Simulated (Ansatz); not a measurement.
# MP2/cc-pVDZ run of C3H6FN (SMILES [H]/N=C(/C)CF)

What is the vertical ionisation energy of C3H6FN at MP2/cc-pVDZ? 

Program for the calculation: Ansatz 0.2.0.

37 further runs of the same task are left out: 37 set aside as unsound or not needed. Runs told in other sessions of the task aren't counted.

## (1) The structure to begin with

The species is C3H6FN (11 atoms), meant as a singlet with charge 0. SMILES: `[H]/N=C(/C)CF`. Geometry: relaxed at PBE0-D4/def2-TZVP. This is one conformer, not always the lowest.

Bond lengths: C1–C2 1.495 Å, C2–N3 1.263 Å, C2–C4 1.506 Å, C4–F5 1.374 Å, C1–H6 1.088 Å, C1–H7 1.094 Å, C1–H8 1.094 Å, N3–H9 1.021 Å, C4–H10 1.096 Å, C4–H11 1.096 Å. Some angles: C1–C2–N3 121.1°, C1–C2–C4 114.9°, N3–C2–C4 124.0°, C2–C4–F5 111.5°, C2–C1–H6 109.5°, C2–C1–H7 110.9°, C2–C1–H8 110.9°, C2–N3–H9 110.1°, C2–C4–H10 110.1°, C2–C4–H11 110.1°.

## (2) The energy at MP2/cc-pVDZ

The input, in.yaml:

```yaml
crystal:
  periodic: [false, false, false]
  atoms:
    - symbol: C
      position_ang: [-0.851800, -0.106700, 1.125200]
    - symbol: C
      position_ang: [0.034900, 0.427900, 0.047300]
    - symbol: "N"
      position_ang: [0.281100, 1.663300, -0.042300]
    - symbol: C
      position_ang: [0.588800, -0.610700, -0.891500]
    - symbol: F
      position_ang: [1.391000, -0.044000, -1.852300]
    - symbol: H
      position_ang: [-1.197600, 0.713600, 1.751300]
    - symbol: H
      position_ang: [-0.318300, -0.833200, 1.745700]
    - symbol: H
      position_ang: [-1.717000, -0.623300, 0.698700]
    - symbol: H
      position_ang: [0.901000, 1.841000, -0.834400]
    - symbol: H
      position_ang: [-0.229100, -1.140600, -1.392700]
    - symbol: H
      position_ang: [1.182500, -1.344300, -0.334400]
basis:
  gaussian:
    orbitals: cc-pVDZ
correlation:
  method: mp2
  frozen_orbitals: {C: 1, F: 1, H: 0, "N": 1}
accuracy: high
```

Launch:

```sh
$ ansatz run in.yaml --threads 1 --pin off --max-ram 2610MiB --events-out events.jsonl --progress --plain --runs-dir runs
```

What it wrote:

```text
Warning: RAYON_NUM_THREADS=1 ignored (pool sized by the plan → 1); use --threads N
Functional definition: HF
  name "HF"
  exchange = exact_x
  correlation = 0
2422 factors; integrals over basis functions are off by at most 3.3e-9 eV
mean field evaluation 1: about -7370.1984 eV, gradient 3.6e1 eV
mean field evaluation 2: about -7370.4171 eV, gradient 3.7e1 eV
mean field evaluation 4: about -7373.7766 eV, gradient 4.5e0 eV
mean field evaluation 8: about -7373.8595 eV, gradient 1.8e-1 eV
mean field -7373.85969203 eV, -270.9843455006 hartree, gradient 7.6e-8 eV, S^2 0.000000; 0 other end points of the search recorded, 0 dependent functions left out
5 core orbitals not correlated: weight in the atoms' cores, before any rotation towards them, 1.000 or more for the frozen orbitals, at most 0.000 for the correlated occupied ones
reference -7373.85969203 eV, -270.9843455006 hartree; 15, 15 occupied and 80, 80 virtual orbitals, 2422 factors
second order -20.69452052 eV of doubles, -0.00000000 eV of singles
Total energy: -7394.55421256 eV, -271.7448551025 hartree
```

Wall time 5.4 s (1 thread of Arm Neoverse V2, shared host); peak memory 0.3 GiB.

## (3) The doublet cation at the same level

The input, molecule.yaml:

```yaml
crystal:
  periodic: [false, false, false]
  atoms:
    - symbol: C
      position_ang: [-0.851800, -0.106700, 1.125200]
    - symbol: C
      position_ang: [0.034900, 0.427900, 0.047300]
    - symbol: "N"
      position_ang: [0.281100, 1.663300, -0.042300]
    - symbol: C
      position_ang: [0.588800, -0.610700, -0.891500]
    - symbol: F
      position_ang: [1.391000, -0.044000, -1.852300]
    - symbol: H
      position_ang: [-1.197600, 0.713600, 1.751300]
    - symbol: H
      position_ang: [-0.318300, -0.833200, 1.745700]
    - symbol: H
      position_ang: [-1.717000, -0.623300, 0.698700]
    - symbol: H
      position_ang: [0.901000, 1.841000, -0.834400]
    - symbol: H
      position_ang: [-0.229100, -1.140600, -1.392700]
    - symbol: H
      position_ang: [1.182500, -1.344300, -0.334400]
basis:
  gaussian: {orbitals: cc-pVDZ}
total_charge: 1
magnetization: {spin_polarized: true, initial_magnetization: 1}
correlation: {method: mp2, frozen_orbitals: {C: 1, F: 1, H: 0, "N": 1}}
accuracy: high
```

Launch:

```sh
$ ansatz run molecule.yaml --threads 1 --pin off --max-ram 2610MiB --events-out events.jsonl --progress --plain --runs-dir runs
```

What it wrote:

```text
Warning: RAYON_NUM_THREADS=1 ignored (pool sized by the plan → 1); use --threads N
Functional definition: HF
  name "HF"
  exchange = exact_x
  correlation = 0
2420 factors; integrals over basis functions are off by at most 3.3e-9 eV
mean field evaluation 1: about -7360.0271 eV, gradient 2.9e1 eV
mean field evaluation 2: about -7360.2588 eV, gradient 2.9e1 eV
mean field evaluation 4: about -7364.5434 eV, gradient 4.4e0 eV
mean field evaluation 8: about -7365.0187 eV, gradient 8.0e-1 eV
mean field evaluation 16: about -7365.0585 eV, gradient 5.8e-6 eV
mean field evaluation 32: about -7364.2942 eV, gradient 8.6e0 eV
mean field -7365.05848058 eV, -270.6609069454 hartree, gradient 5.0e-8 eV, S^2 0.816313; 4 other end points of the search recorded, 0 dependent functions left out
5 core orbitals not correlated: weight in the atoms' cores, before any rotation towards them, 1.000 or more for the frozen orbitals, at most 0.000 for the correlated occupied ones
reference -7365.05848058 eV, -270.6609069454 hartree; 15, 14 occupied and 80, 81 virtual orbitals, 2420 factors
second order -19.37780956 eV of doubles, -0.00000000 eV of singles
Total energy: -7384.43629014 eV, -271.3730283120 hartree
```

It took 9.3 s on 1 thread of Arm Neoverse V2, shared host; peak memory 0.37 GiB.

## (4) What came out

Level: MP2/cc-pVDZ, 5 core orbitals frozen.

| quantity | value |
| --- | --- |
| singlet C3H6FN: total energy | -271.74486 Eh |
| singlet C3H6FN: correlation energy (5 core orbitals frozen) | -760.5 mEh |
| doublet cation: total energy | -271.37303 Eh |
| doublet cation: correlation energy (5 core orbitals frozen) | -712.1 mEh |
| doublet cation: ⟨S²⟩ of the reference determinant | 0.816 |
| vertical ionisation energy (to the doublet cation) | 10.118 eV |

In words: Removing an electron at fixed nuclei costs 10.12 eV (233 kcal/mol).
